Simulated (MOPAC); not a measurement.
MOPAC input (AM1):

```
AM1 1SCF CHARGE=-1 GEO-OK AUX(PRECISION=9) THREADS=1
C6H5

C     0.00665950 1    1.54479392 1    0.01509290 1
C     1.17493834 1    0.74565165 1    0.01275948 1
C     1.19231559 1   -0.65251117 1   -0.00079146 1
C    -0.00587912 1   -1.36377009 1   -0.01332427 1
C    -1.19789656 1   -0.64209902 1   -0.01185711 1
C    -1.16846543 1    0.75585990 1    0.00191054 1
H     2.15387681 1    1.23679856 1    0.02212182 1
H     2.13917154 1   -1.19434108 1   -0.00165057 1
H    -0.01056120 1   -2.44986618 1   -0.02393561 1
H    -2.14938844 1   -1.17565942 1   -0.02150474 1
H    -2.14313261 1    1.25551703 1    0.00222853 1
```

From the last part of the output:

```
                                                       MOPAC v23.2.5 Linux

          FINAL HEAT OF FORMATION =         59.00018 KCAL/MOL =     246.85676 KJ/MOL

          COSMO AREA              =        118.31 SQUARE ANGSTROMS
          COSMO VOLUME            =        107.35 CUBIC ANGSTROMS

          IONIZATION POTENTIAL    =          2.376268 EV
          HOMO LUMO ENERGIES (EV) =         -2.376  5.978
          NO. OF FILLED LEVELS    =         15
          MOLECULAR WEIGHT        =         77.1055         POINT GROUP:  C2v

          MOLECULAR DIMENSIONS (Angstroms)

            Atom       Atom       Distance
            H    11    H     8     4.93355
            H     9    H     7     4.27506
            C     5    H     7     0.00000

          SCF CALCULATIONS        =          1

   ATOM   CHEMICAL          X               Y               Z
  NUMBER   SYMBOL      (ANGSTROMS)     (ANGSTROMS)     (ANGSTROMS)

     1       C          0.00665950  *   1.54479392  *   0.01509290  *
     2       C          1.17493834  *   0.74565165  *   0.01275948  *
     3       C          1.19231559  *  -0.65251117  *  -0.00079146  *
     4       C         -0.00587912  *  -1.36377009  *  -0.01332427  *
     5       C         -1.19789656  *  -0.64209902  *  -0.01185711  *
     6       C         -1.16846543  *   0.75585990  *   0.00191054  *
     7       H          2.15387681  *   1.23679856  *   0.02212182  *
     8       H          2.13917154  *  -1.19434108  *  -0.00165057  *
     9       H         -0.01056120  *  -2.44986618  *  -0.02393561  *
    10       H         -2.14938844  *  -1.17565942  *  -0.02150474  *
    11       H         -2.14313261  *   1.25551703  *   0.00222853  *

                             CARTESIAN COORDINATES

   1    C        0.006659500     1.544793920     0.015092900
   2    C        1.174938340     0.745651650     0.012759480
   3    C        1.192315590    -0.652511170    -0.000791460
   4    C       -0.005879120    -1.363770090    -0.013324270
   5    C       -1.197896560    -0.642099020    -0.011857110
   6    C       -1.168465430     0.755859900     0.001910540
   7    H        2.153876810     1.236798560     0.022121820
   8    H        2.139171540    -1.194341080    -0.001650570
   9    H       -0.010561200    -2.449866180    -0.023935610
  10    H       -2.149388440    -1.175659420    -0.021504740
  11    H       -2.143132610     1.255517030     0.002228530

           Empirical Formula: C6 H5  =    11 atoms

      MOLECULAR POINT GROUP   :   C2v

                  EIGENVALUES
 -33.08240 -25.67369 -24.89788 -17.31627 -16.87122 -12.22570 -10.41119  -9.50087
  -8.73674  -7.80407  -7.79439  -6.05205  -4.28959  -3.55196  -2.37627   5.97782
   6.33291   8.86569   8.91942   9.07258   9.12980   9.81778   9.87286  10.55649
  10.59593  10.86338  11.16556  12.00929  12.17994

              NET ATOMIC CHARGES AND DIPOLE CONTRIBUTIONS

  ATOM NO.   TYPE          CHARGE      No. of ELECS.   s-Pop       p-Pop
    1          C          -0.352750        4.3527     1.55211     2.80064
    2          C          -0.199014        4.1990     1.23398     2.96503
    3          C          -0.167410        4.1674     1.21945     2.94796
    4          C          -0.236537        4.2365     1.20528     3.03126
    5          C          -0.167410        4.1674     1.21945     2.94796
    6          C          -0.199014        4.1990     1.23398     2.96503
    7          H           0.061904        0.9381     0.93810
    8          H           0.063798        0.9362     0.93620
    9          H           0.070730        0.9293     0.92927
   10          H           0.063798        0.9362     0.93620
   11          H           0.061904        0.9381     0.93810
 DIPOLE           X         Y         Z       TOTAL
 POINT-CHG.    -0.009    -2.136    -0.021     2.136
 HYBRID        -0.010    -2.305    -0.023     2.306
 SUM           -0.019    -4.441    -0.043     4.441

          ATOMIC ORBITAL ELECTRON POPULATIONS

     Atom    s        px        py        pz
    1  C   1.55211   0.81467   1.35650   0.62948
    2  C   1.23398   1.00265   0.89509   1.06729
    3  C   1.21945   0.93313   0.97117   1.04366
    4  C   1.20528   0.93884   0.94380   1.14862
    5  C   1.21945   0.93321   0.97109   1.04366
    6  C   1.23398   1.00292   0.89483   1.06729
    7  H   0.93810
    8  H   0.93620
    9  H   0.92927
   10  H   0.93620
   11  H   0.93810

 **********************
 *                    *
 * JOB ENDED NORMALLY *
 *                    *
 **********************

 == MOPAC DONE ==
```

The dipole moment of an ion depends on the origin.
